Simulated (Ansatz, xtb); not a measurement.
# Relative energy of two structures of FH2NaSi

Structure a: `F[SiH2][Na]`, a singlet. Structure b: a singlet given by its coordinates. Both are isolated molecules in the gas phase, relaxed with B3LYP-D4/def2-TZVP.

a (Å):

```xyz
5

F     0.6410   -0.9386   -1.1809
Na   -2.4236    0.3771    0.3742
Si    0.1969    0.5164   -0.5499
H     1.2836    0.8213    0.4452
H     0.5087    1.4938   -1.6508
```

b (Å):

```yaml
atoms:
  - { symbol: F, position_ang: [0.2719, -1.3055, 0.1512] }
  - { symbol: Na, position_ang: [0.2750, 0.1123, 1.9016] }
  - { symbol: Si, position_ang: [0.5693, 0.1554, -0.7398] }
  - { symbol: H, position_ang: [1.7729, -0.2304, -1.5609] }
  - { symbol: H, position_ang: [-0.4906, 0.0797, -1.8086] }
```

Close contacts (Å): F1–Na2 2.25, F1–Si3 1.74, Na2–Si3 2.66, Si3–H4 1.51, Si3–H5 1.51.

Problem. Estimate E(b) − E(a) at the level CCSD(T)/def2-TZVPP.

Solution. Calculated at CCSD(T)/def2-TZVPP: E(b) − E(a) = +0.055 eV, so structure a lies lower.

The same difference at several levels:

| level | geometry | E(b) − E(a) (eV) | departure from the last row (eV) | job, with rough time for the two |
| --- | --- | --- | --- | --- |
| B3LYP-D4/def2-TZVP | B3LYP-D4/def2-TZVP | +0.090 | +0.035 | optimisation, 28 s |
| HF/def2-TZVPP | B3LYP-D4/def2-TZVP | +0.122 | +0.068 | part of the CCSD(T) run |
| MP2/def2-TZVPP | B3LYP-D4/def2-TZVP | +0.060 | +0.006 | part of the CCSD(T) run |
| CCSD(T)/def2-TZVPP | B3LYP-D4/def2-TZVP | +0.055 |  | single point, 14 s |

The levels shown agree on the order. The largest departure from CCSD(T)/def2-TZVPP is that of HF/def2-TZVPP, 0.068 eV. Levels run at GFN2-xTB geometries aren't shown.

With harmonic frequencies from B3LYP-D4/def2-TZVP (ideal gas, rigid rotor, one conformer each, 298.15 K, 1 atm): on the last row, ΔE + ΔZPE = +0.039, ΔH = +0.041, ΔG = +0.053 eV.

The correlated steps freeze 7 core orbitals; the last core shell of Na is correlated, in a basis made for valence electrons. Programs: Ansatz 0.2.0; the last row on 2 threads of Arm Neoverse V2 on a shared host.
